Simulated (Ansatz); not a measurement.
This geometry of F$_{2}$OS (4 atoms, charge 0, multiplicity 1) is a first-order saddle point.

These are results of RKS CAM-B3LYP-D4/def2-SVP (Ansatz), not measurements.

```xyz
4
Properties=species:S:1:pos:R:3
O 1.236 -0.373 -0.992
S -0.011 0.120 -0.415
F -1.495 0.689 0.336
F 0.269 -0.437 1.071
```

Q: Which two structures does it join? (They come from a converged band through this point; their orientation in space is the band's.)

A: No bond is made or broken. The height of S2 over the plane of its neighbours goes from -0.68 to 0.68 Å. The two ends are copies of one structure, up to a mirror image or an exchange of like atoms.

First end point:

```xyz
4
Properties=species:S:1:pos:R:3
O 0.945 0.066 -1.033
S -0.150 -0.433 -0.253
F -1.140 0.815 0.004
F 0.345 -0.449 1.282
```

Last end point:

```xyz
4
Properties=species:S:1:pos:R:3
O 0.745 -0.289 -1.152
S 0.325 0.410 0.028
F -1.278 0.572 -0.077
F 0.208 -0.692 1.201
```

Q: How far does it lie above each of them?

A: 60.0 kcal/mol above the first and 60.0 kcal/mol above the second. This is the barrier of this one path; another mechanism may lie lower.

Run time: 2 min on 1 thread of Intel(R) Xeon(R) Platinum 8488C (Sapphire Rapids) (shared host), peak memory 0.13 GiB.
